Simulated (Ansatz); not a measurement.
Input file for Ansatz (a quantum-chemistry and plane-wave program): R-B97M-V/def2-TZVPPD on C2H4 (SMILES C=C). Files ending in .json are basis or fitting sets from the Basis Set Exchange.

Ansatz 0.2 input:
```yaml
crystal:
  periodic: [false, false, false]
  atoms:
    - {symbol: C, position_ang: [0.00000000, 0.64634385, -1.60849815]}
    - {symbol: C, position_ang: [0.00000000, -0.67914355, -1.45381675]}
    - {symbol: H, position_ang: [-0.92399961, -1.24016223, -1.38784883]}
    - {symbol: H, position_ang: [0.92399961, -1.24016223, -1.38784883]}
    - {symbol: H, position_ang: [0.92403607, 1.20737602, -1.67357285]}
    - {symbol: H, position_ang: [-0.92403607, 1.20737602, -1.67357285]}
basis:
  gaussian:
    orbitals: def2-TZVPPD.json
hamiltonian:
  xc: {name: B97M-V}
scf: {lower_state_search: off}
```

The log:

```
WARN ansatz: RAYON_NUM_THREADS=1 ignored (pool sized by the plan → 1); use --threads N
Functional definition: B97M-V
these checks for a lower state are left out or cut short: stability, starts, cluster_reference, orbital_swaps, neighbouring_geometries, increment
integrals: 0.03 GiB planned
584 factors; their error is unknown
mean field: 0.44 GiB planned
mean field evaluation 1: about -2133.5848 eV, gradient 4.8e1 eV
mean field evaluation 2: about -2129.5047 eV, gradient 6.0e1 eV
mean field evaluation 4: about -2139.2989 eV, gradient 4.9e-1 eV
mean field evaluation 8: about -2139.2808 eV, gradient 5.6e-1 eV
mean field evaluation 16: about -2139.2812 eV, gradient 4.2e-4 eV
mean field -2139.28120913 eV, -78.6171343786 hartree, gradient 5.8e-6 eV, S^2 0.000000; 0 other end points of the search recorded, 0 dependent functions left out
reference -2139.28125352 eV, -78.6171360101 hartree; 8, 8 occupied and 134, 134 virtual orbitals, 584 factors
Total energy: -2139.28125352 eV, -78.6171360101 hartree
Checks for a lower state left out: stability, starts, cluster_reference, orbital_swaps, neighbouring_geometries, increment
```

Self-consistency was reached.

Cost: about 4 core-seconds (a rough figure).
